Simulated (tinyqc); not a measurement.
Coupled-perturbed Hartree-Fock on RHF in the sto-6g basis, for CH3-, spin multiplicity 1, step by step. The basis has no diffuse functions, so it cannot describe the extra electron: this is an exercise in the method, not the real anion. One step of it, computed by the program tinyqc.

Task: Coupled step 2. U_ai = -(mu_ai + sum_bj [4 (ai|bj) - (ab|ij) - (aj|bi)] U_bj) / (e_a - e_i); alpha = -4 sum U_ai mu_ai.

U after step 1:
```
          i1        i2         i3         i4         i5
a6  0.000070  0.000419   0.000000  -0.000040  -0.848917
a7  0.000000  0.000009   0.000000  -0.017766   0.001031
a8  0.000000  0.000000  -0.017765   0.000000   0.000000
```

dipole integrals <a|z|i> (bohr):
```
           i1         i2        i3        i4         i5
a6  -0.002257   0.000872  0.000000  0.000037   0.436638
a7   0.000004  -0.000014  0.000000  0.019994  -0.000746
a8   0.000000   0.000000  0.019996  0.000000   0.000000
```

orbital energies (hartree): MO1 -10.550106, MO2 -0.382851, MO3 -0.081203, MO4 -0.081191, MO5 0.216363, MO6 0.935814, MO7 1.132513, MO8 1.132636

Two-electron integrals over orbitals (pq|rs), unique and non-zero (hartree):
```
(11|11) 3.516639    (21|11) -0.279966   (21|21) 0.035408    (22|11) 0.672700
(22|21) -0.008016   (22|22) 0.479795    (31|31) 0.005569    (32|31) 0.009806
(32|32) 0.120878    (33|11) 0.554881    (33|21) -0.002325   (33|22) 0.456347
(33|33) 0.508661    (41|11) -0.000085   (41|21) 0.000008    (41|22) -0.000012
(41|33) -0.003032   (41|41) 0.005567    (42|11) -0.000014   (42|21) -0.000006
(42|22) -0.000120   (42|33) -0.069758   (42|41) 0.009800    (42|42) 0.120781
(43|31) -0.003027   (43|32) -0.069721   (43|43) 0.055819    (44|11) 0.554768
(44|21) -0.002326   (44|22) 0.456188    (44|33) 0.396807    (44|41) 0.003034
(44|42) 0.069797    (44|44) 0.508696    (51|11) -0.007411   (51|21) 0.000815
(51|22) -0.000611   (51|33) -0.000223   (51|41) 3.80e-07    (51|42) 7.89e-08
(51|44) -0.000223   (51|51) 0.022329    (52|11) 0.003665    (52|21) -0.000321
(52|22) -0.000877   (52|33) -0.000489   (52|41) -1.68e-08   (52|42) 9.31e-08
(52|44) -0.000489   (52|51) 0.022333    (52|52) 0.082072    (53|31) 0.000102
(53|32) -0.000533   (53|43) 0.000620    (53|53) 0.016604    (54|11) 4.54e-06
(54|21) -1.97e-07   (54|22) 1.15e-06    (54|33) 0.000621    (54|41) 0.000102
(54|42) -0.000534   (54|44) -0.000621   (54|51) 0.000007    (54|52) 0.000018
(54|54) 0.016597    (55|11) 0.853202    (55|21) -0.008645   (55|22) 0.519270
(55|33) 0.456525    (55|41) -2.45e-06   (55|42) -0.000014   (55|44) 0.456454
(55|51) 0.000966    (55|52) 0.005172    (55|54) 4.00e-06    (55|55) 0.673297
(61|11) -0.326418   (61|21) 0.042041    (61|22) -0.009038   (61|33) -0.002531
(61|41) 0.000032    (61|42) 0.000029    (61|44) -0.002512   (61|51) 0.000553
(61|52) -0.000760   (61|54) 5.70e-08    (61|55) -0.008367   (61|61) 0.050002
(62|11) 0.279804    (62|21) -0.009476   (62|22) 0.070147    (62|33) 0.031357
(62|41) 0.000012    (62|42) 0.000053    (62|44) 0.031311    (62|51) -0.000802
(62|52) -0.000630   (62|54) 2.31e-06    (62|55) 0.142570    (62|61) -0.010580
(62|62) 0.083077    (63|31) 0.003243    (63|32) -0.047739   (63|43) 0.047659
(63|53) 0.000774    (63|63) 0.067426    (64|11) 0.000538    (64|21) -0.000011
(64|22) 0.000199    (64|33) 0.047855    (64|41) 0.003236    (64|42) -0.047880
(64|44) -0.047732   (64|51) -1.71e-07   (64|52) 3.28e-06    (64|54) 0.000777
(64|55) 0.000292    (64|61) -5.73e-07   (64|62) 0.000226    (64|64) 0.067664
(65|11) -0.003367   (65|21) -0.000208   (65|22) -0.002444   (65|33) -0.000905
(65|41) 5.82e-07    (65|42) 4.53e-06    (65|44) -0.000900   (65|51) 0.023581
(65|52) 0.072802    (65|54) 0.000056    (65|55) 0.000464    (65|61) -0.000682
(65|62) -0.003108   (65|64) -4.26e-06   (65|65) 0.070494    (66|11) 0.684626
(66|21) -0.011639   (66|22) 0.462773    (66|33) 0.448939    (66|41) 0.000035
(66|42) 0.000348    (66|44) 0.449317    (66|51) -0.001460   (66|52) -0.003188
(66|54) -2.49e-06   (66|55) 0.498286    (66|61) -0.012844   (66|62) 0.050593
(66|64) -0.000042   (66|65) -0.004202   (66|66) 0.469115    (71|11) 0.000607
(71|21) -0.000084   (71|22) -9.45e-07   (71|33) -0.005234   (71|41) 0.011527
(71|42) 0.018263    (71|44) 0.005249    (71|51) -1.08e-06   (71|52) 1.24e-06
(71|54) 0.000216    (71|55) 0.000015    (71|61) -0.000054   (71|62) 0.000047
(71|64) 0.006371    (71|65) 2.23e-06    (71|66) 0.000098    (71|71) 0.024003
(72|11) -0.000599   (72|21) 0.000016    (72|22) -0.000167   (72|33) 0.017128
(72|41) 0.008565    (72|42) 0.012767    (72|44) -0.017275   (72|51) 1.36e-06
(72|52) -1.61e-07   (72|54) 0.000962    (72|55) -0.000298   (72|61) 0.000049
(72|62) -0.000091   (72|64) 0.044291    (72|65) 0.000006    (72|66) -0.000067
(72|71) 0.016520    (72|72) 0.054308    (73|31) 0.001714    (73|32) 0.045110
(73|43) -0.024495   (73|53) -0.000478   (73|63) -0.032595   (73|73) 0.032504
(74|11) 0.240622    (74|21) -0.004312   (74|22) 0.069870    (74|33) 0.059713
(74|41) -0.001723   (74|42) -0.044924   (74|44) 0.010931    (74|51) 0.000006
(74|52) 0.001739    (74|54) 0.000478    (74|55) 0.124328    (74|61) -0.004609
(74|62) 0.078008    (74|64) 0.032676    (74|65) -0.000732   (74|66) 0.045018
(74|71) -0.003618   (74|72) 0.005649    (74|74) 0.110088    (75|11) 4.26e-06
(75|21) 2.68e-07    (75|22) 1.84e-06    (75|33) -0.001116   (75|41) 0.000311
(75|42) 0.002256    (75|44) 0.001121    (75|51) -0.000044   (75|52) -0.000140
(75|54) 0.018099    (75|55) -2.33e-06   (75|61) 2.30e-06    (75|62) 0.000007
(75|64) -0.000769   (75|65) -0.000083   (75|66) 0.000014    (75|71) 0.000621
(75|72) 0.000839    (75|74) -0.000799   (75|75) 0.025354    (76|11) 0.000110
(76|21) 1.94e-06    (76|22) -0.000045   (76|33) -0.060704   (76|41) 0.011443
(76|42) 0.107318    (76|44) 0.060830    (76|51) 2.33e-06    (76|52) 0.000007
(76|54) -0.000611   (76|55) 0.000052    (76|61) 0.000045    (76|62) 0.000099
(76|64) -0.043747   (76|65) 0.000010    (76|66) 0.000392    (76|71) 0.022120
(76|72) 0.012649    (76|74) -0.045087   (76|75) 0.001981    (76|76) 0.108800
(77|11) 0.784890    (77|21) -0.008953   (77|22) 0.499461    (77|33) 0.440844
(77|41) -0.000709   (77|42) 0.024746    (77|44) 0.506198    (77|51) -0.000160
(77|52) 0.001172    (77|54) -0.000528   (77|55) 0.544061    (77|61) -0.009381
(77|62) 0.084925    (77|64) -0.033814   (77|65) -0.000869   (77|66) 0.492225
(77|71) -0.001933   (77|72) -0.025676   (77|74) 0.081121    (77|75) 0.000208
(77|76) 0.021779    (77|77) 0.578993    (81|31) 0.011529    (81|32) 0.018267
(81|43) -0.005229   (81|53) 0.000216    (81|63) 0.006386    (81|73) 0.003610
(81|81) 0.024002    (82|31) 0.008563    (82|32) 0.012709    (82|43) 0.017234
(82|53) 0.000963    (82|63) 0.044301    (82|73) -0.005966   (82|81) 0.016514
(82|82) 0.054309    (83|11) 0.240602    (83|21) -0.004315   (83|22) 0.069769
(83|33) 0.010889    (83|41) 0.001721    (83|42) 0.045035    (83|44) 0.059778
(83|51) 0.000006    (83|52) 0.001740    (83|54) -0.000475   (83|55) 0.124302
(83|61) -0.004597   (83|62) 0.078015    (83|64) -0.032424   (83|65) -0.000728
(83|66) 0.045305    (83|71) 0.003634    (83|72) -0.006023   (83|74) 0.048311
(83|75) 0.000803    (83|76) 0.045317    (83|77) 0.091923    (83|83) 0.110201
(84|31) 0.001724    (84|32) 0.045040    (84|43) -0.024413   (84|53) -0.000476
(84|63) -0.032468   (84|73) 0.029589    (84|81) 0.003629    (84|82) -0.005870
(84|84) 0.032386    (85|31) 0.000311    (85|32) 0.002256    (85|43) -0.001116
(85|53) 0.018099    (85|63) -0.000766   (85|73) 0.000802    (85|81) 0.000621
(85|82) 0.000839    (85|84) 0.000802    (85|85) 0.025349    (86|31) 0.011448
(86|32) 0.107274    (86|43) -0.060565   (86|53) -0.000608   (86|63) -0.043461
(86|73) 0.045293    (86|81) 0.022125    (86|82) 0.012690    (86|84) 0.045228
(86|85) 0.001979    (86|86) 0.108648    (87|31) 0.000646    (87|32) -0.025349
(87|43) 0.033001    (87|53) 0.000532    (87|63) 0.034227    (87|73) -0.005735
(87|81) 0.001833    (87|82) 0.025443    (87|84) -0.005669   (87|85) -0.000217
(87|86) -0.022159   (87|87) 0.034259    (88|11) 0.784873    (88|21) -0.008953
(88|22) 0.499496    (88|33) 0.506447    (88|41) 0.000664    (88|42) -0.025163
(88|44) 0.440552    (88|51) -0.000160   (88|52) 0.001172    (88|54) 0.000533
(88|55) 0.544059    (88|61) -0.009374   (88|62) 0.084983    (88|64) 0.034373
(88|65) -0.000870   (88|66) 0.492074    (88|71) 0.001890    (88|72) 0.025274
(88|74) 0.092058    (88|75) -0.000213   (88|76) -0.022022   (88|77) 0.510861
(88|83) 0.080882    (88|88) 0.579147
```

Give: U after step 2; polarisability.

Result:

U after step 2:
```
        i1       i2       i3       i4       i5
a6  0.0000  -0.0002   0.0000   0.0000  -0.9454
a7  0.0000   0.0000   0.0000  -0.0183   0.0011
a8  0.0000   0.0000  -0.0183   0.0000   0.0000
```

polarisability = 1.6541 bohr^3
